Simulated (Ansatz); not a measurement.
in.yaml

```yaml
crystal:
  periodic: [false, false, false]
  atoms:
    - {symbol: Ge, position_ang: [0.000000, 0.000000, 0.000000]}
    - {symbol: H, position_ang: [1.685905, 0.046488, -0.006500]}
    - {symbol: H, position_ang: [-0.883179, 1.436779, 0.011900]}
    - {symbol: H, position_ang: [-0.802727, -1.483267, -0.005400]}
basis:
  gaussian: {orbitals: def2-mTZVP}
total_charge: -1
magnetization: {spin_polarized: false, initial_magnetization: 4}
correlation: {active_space: {ras: {orbitals: [2, 4, 25], electrons: 8, max_holes: 2, max_particles: 2}, fixed_orbitals: true}}
accuracy: high
scf: {lower_state_search: full}
```

```sh
$ ansatz run in.yaml --threads 1 --pin off --events-out ev --progress --plain --max-ram 2393MiB
```

The program prints:

```
797 factors; integrals over basis functions are off by at most 4.4e-9 eV
mean field evaluation 1: about -56507.8629 eV, gradient 1.6e1 eV
mean field evaluation 2: about -56508.5611 eV, gradient 1.5e1 eV
mean field evaluation 4: about -56510.1940 eV, gradient 2.0e0 eV
mean field evaluation 8: about -56510.3133 eV, gradient 3.3e-1 eV
mean field evaluation 16: about -56510.3165 eV, gradient 7.0e-3 eV
mean field evaluation 32: about -56510.3165 eV, gradient 6.6e-7 eV
mean field evaluation 64: about -56510.3612 eV, gradient 1.2e-8 eV
mean field evaluation 96: about -56510.1861 eV, gradient 5.1e-2 eV
mean field evaluation 128: about -56509.8850 eV, gradient 7.7e-3 eV
mean field evaluation 160: about -56510.3165 eV, gradient 2.2e-8 eV
mean field evaluation 192: about -56510.1862 eV, gradient 1.3e-8 eV
mean field evaluation 224: about -56510.3612 eV, gradient 1.2e-2 eV
mean field evaluation 256: about -56510.3472 eV, gradient 3.3e-1 eV
mean field evaluation 288: about -56510.3597 eV, gradient 2.3e-1 eV
mean field evaluation 320: about -56510.3612 eV, gradient 9.4e-4 eV
mean field evaluation 352: about -56510.3563 eV, gradient 2.5e-1 eV
mean field evaluation 384: about -56510.3259 eV, gradient 1.7e-1 eV
mean field evaluation 416: about -56510.3147 eV, gradient 3.8e-1 eV
mean field evaluation 448: about -56510.3165 eV, gradient 8.6e-8 eV
mean field evaluation 480: about -56509.8852 eV, gradient 2.4e-6 eV
mean field evaluation 512: about -56510.3165 eV, gradient 3.3e-7 eV
mean field evaluation 544: about -56509.8852 eV, gradient 7.2e-6 eV
mean field evaluation 576: about -56509.8852 eV, gradient 4.3e-4 eV
mean field -56510.36124641 eV, -2076.7174717068 hartree, gradient 5.8e-8 eV, S^2 6.000000; 24 other end points of the search recorded, 0 dependent functions left out
reference -56510.36124641 eV, -2076.7174717068 hartree; 20, 16 occupied and 25, 29 virtual orbitals, 797 factors
state -56513.10046743 eV, -2076.8181362227 hartree
Total energy: -56513.10046743 eV, -2076.8181362227 hartree
```

Ran on 1 thread of Arm Neoverse V2, shared host: 9 s wall, 0.28 GiB peak host memory.
